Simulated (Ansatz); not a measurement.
SiAs⁺, singlet in cc-pVDZ: errors against RCCSDTQ

Geometry: a point of a stretch scan, not a stationary point.

```yaml
atoms:
  - { symbol: Si, position_ang: [0.0000, 0.0000, 0.0000] }
  - { symbol: As, position_ang: [0.0000, 0.0000, 2.0950] }
```

Basis cc-pVDZ; Ansatz 0.2.0. Correlated methods freeze the noble-gas cores and the filled d shells of p-block atoms, which leaves 8 electrons in 26 orbitals. Prefix R: restricted or restricted open-shell reference; prefix U: unrestricted. Active spaces: pair = (2e, 2o) about the gap; valence = (8e, 8o) chosen from the atoms' valence shells. No spin–orbit coupling is included, and no scalar relativity.

Full CI isn't at hand for all of this; RCCSDTQ serves as the reference, and is uncertain by about the last step of the cluster series. The frozen core follows each run's orbitals, which can shift R against U totals by a few meV for light atoms and by up to 0.1 eV past Ca.

Coupled cluster chose its determinant by trial CCSD, here up to 1.26 eV above the lowest Hartree–Fock solution of its kind. The largest doubles amplitude grows up the series, to 0.36: the determinant mixes near-degenerate terms, and the last step may understate the doubt.

```
UHF ⟨S²⟩                            : 1.117
⟨S²⟩ of the determinant under UCCSD : 1.141
T1 diagnostic (RCCSD)               : 0.0397
largest doubles amplitude (RCCSD)   : 0.154
```

| level | E − E(determinant under the R cluster runs) (eV) |
| --- | --- |
| RCCSD | -5.7161 |
| RCCSD(T) | -6.1648 |

**Question.** Estimate how far RCCSDTQ in cc-pVDZ lies from RCCSD(T). The table doesn't fix it; the size of (T) and the diagnostics are the guide.

**Answer.** RCCSDTQ in cc-pVDZ lies 4.37 mEh below RCCSD(T), which is 27 % of the (T) step (-16.49 mEh). T1 is raised, a doubles amplitude is large, RHF is unstable towards spin polarisation, and the rest is a large part of (T). The miss exceeds 1 kcal/mol.

The other levels:

```csv
level,E − E(RCCSDTQ) (mEh),share of correlation (%),wall time
BCCD(T),4.68,97.97,2.4 s
RCCSDT,3.23,98.60,–
RCCSDT(Q),-0.20,100.09,4.3 s
CASSCF (valence space),103.75,55.07,–
NEVPT2 (valence space),24.00,89.61,4.5 s
MRCISD (valence space),7.67,96.68,–
MRCISD+Q (valence space),1.32,99.43,5.5 s
```

The correlation energy at RCCSDTQ, counted from the determinant under the R cluster runs, is -6.284 eV. That run took 27 s on 1 thread of Arm Neoverse V2, shared host.

Run but not shown, since their state or frozen core can't be matched to the reference's or they repeat it: RHF, UHF, RMP2, UMP2, CISD, UCCSD, UCCSD(T), UCCSDT, UCCSDT(Q), CASSCF (pair space), NEVPT2 (pair space), MRCISD (pair space), MRCISD+Q (pair space).

Times hold each run's SCF and search for its determinant on a shared host, so for small cases they say little of a method's own cost; they ran on 1 thread of Arm Neoverse V2.

Unrestricted levels hold only the spin's projection, and here they fall towards a lower state of higher spin.

Natural occupations of CASSCF (valence space) about the gap: 1.987 1.851 1.844 1.844 0.210 0.125 0.125 0.014; effectively unpaired electrons, Σ n²(2−n)², 0.49.
